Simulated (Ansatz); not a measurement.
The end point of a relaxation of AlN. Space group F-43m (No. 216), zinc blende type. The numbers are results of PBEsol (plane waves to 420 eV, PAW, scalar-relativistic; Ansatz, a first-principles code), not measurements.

```cif
data_AlN
_chemical_formula_sum 'N1 Al1'
_space_group_name_H-M_alt 'P 1'
_space_group_IT_number 1
_cell_length_a 3.09550
_cell_length_b 3.09550
_cell_length_c 3.09550
_cell_angle_alpha 60.000
_cell_angle_beta 60.000
_cell_angle_gamma 60.000
loop_
_space_group_symop_operation_xyz
  'x, y, z'
loop_
_atom_site_label
_atom_site_type_symbol
_atom_site_fract_x
_atom_site_fract_y
_atom_site_fract_z
_atom_site_occupancy
N1 N 0.75000 0.75000 0.75000 1
Al1 Al 0.00000 0.00000 0.00000 1
```

Question: Give the band gap at the level PBEsol.

Answer: 3.19 eV, indirect (valence top at or next to Γ, conduction bottom at X) (no spin-orbit coupling).

Question: What is the computed smallest direct gap (PBEsol)?

Answer: 4.06 eV at Γ.

No spin polarisation in the result.

Measured for AlN: a 4.368 Å (static lattice; corrected from measurement; as listed in Daniel Mejia-Rodriguez, S. B. Trickey, Phys. Rev. B (2018)); gap 5.34 eV (as listed in Daiki Deguchi et al., Japanese Journal of Applied Physics (2016)). Computed minus measured — a: PBEsol +0.2 %; gap: PBEsol -2.15 eV. The computed values are for a static lattice, and a measured gap can be an optical one, lowered by exciton binding.

The run could not lose the symmetry of its start.

All atoms sit on sites fixed by symmetry, so only the cell could relax.
